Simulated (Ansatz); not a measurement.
Gallium, alpha-Ga (Cmce): convergence with the plane-wave cutoff

Computed with Ansatz, LDA, scalar-relativistic PAW, on the relaxed cell (a = 4.436 Å, b = 7.484 Å, c = 4.425 Å; spin not included). Errors count from a run at 420 eV on a Γ-centred 11×11×10 mesh with Fermi-Dirac smearing of 0.1 eV, extrapolated to zero width. Fixed here: mesh 8×8×7, Fermi-Dirac width 0.1 eV. The pressure holds a Pulay correction and is unreliable far below the recommended cutoff. The SCF starts from atomic densities corrected by a trained network.

| cutoff (eV) | E(σ→0) error (meV/atom) | P (GPa) | SCF iterations |
| --- | --- | --- | --- |
| 200 | 8169.0 | 1.62 | 7 |
| 250 | 1283.1 | 0.72 | 6 |
| 300 | 122.7 | 0.49 | 7 |
| 350 | 8.5 | 0.05 | 8 |
| 420 | 2.3 | 0.00 | 7 |
| 500 | 1.7 | 0.00 | 7 |
| 600 | 1.5 | 0.00 | 8 |
| 800 | 1.0 | -0.01 | 7 |

Question: What does the run at 150 give (cutoff)?

Answer: E(σ→0) error (meV/atom): 37109.9; P (GPa): -2.40; SCF iterations: 7.

Within 5 meV/atom of the last row: from 420 eV on.
